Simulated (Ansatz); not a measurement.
# AlP+ (doublet): from Hartree-Fock to the top rungs, def2-QZVPP

The task here is to estimate one member of a computed series from the others.

Method: def2-QZVPP, core rule «outside noble gas», up to 10 orbitals frozen; program: Ansatz 0.2.0, Gaussian basis.

The runs, in order: UHF; ROHF; CCSD(T) on UHF.

2 further runs of the same task are left out: 2 set aside as unsound or not needed.

**The system**

The geometry is a PBE0/def2-TZVP stationary point (not a proven minimum) of the parent state, kept for this charge and spin.

2 atoms, charge 1, spin multiplicity 2.

Atoms are counted from 1 here; the program's logs count them from 0.

Bond lengths: Al1–P2 2.208 Å.

The first run:

in.yaml

```yaml
crystal:
  periodic: [false, false, false]
  atoms:
    - {symbol: Al, position_ang: [0.000000, 0.000000, 0.000000]}
    - {symbol: P, position_ang: [0.000000, 0.000000, 2.208000]}
basis:
  gaussian: {orbitals: "def2-QZVPP.json"}
total_charge: 1
magnetization: {spin_polarized: true, initial_magnetization: 1}
hamiltonian: {xc: hf}
output: {orbitals: {seedname: orbitals}}
```

The run is started by

```bash
> ansatz run in.yaml --threads 1 --pin off --events-out ev --progress --plain --max-ram 4096MiB --backend cpu
```

Among the steps run: UHF; ROHF; CCSD(T) on UHF.

One of the session's tables, all rows but one given; the rest of the session is left out.

```
  method  from UCCSD(T) (meV)
    ROHF              +6211.9
     UHF              +4387.2
    UMP2                    ?
   UCCSD               +229.0
UCCSD(T)                    0
```

**Question.** Estimate the row for UMP2.

The run gave: from UCCSD(T) (meV): +959.9. In the column «from UCCSD(T) (meV)» it lies between UCCSD (+229.0) and UHF (+4387.2).

The program flags UCCSD(T) as in doubt (see the logs), so the zero of the table is itself unsure.

To keep in mind: The determinant is far from a pure spin state, so its energy mixes those of several spin states (harmless only where they are near-degenerate, as at dissociation). The program flags UCCSD(T) as in doubt, so the zero of the table is itself unsure.
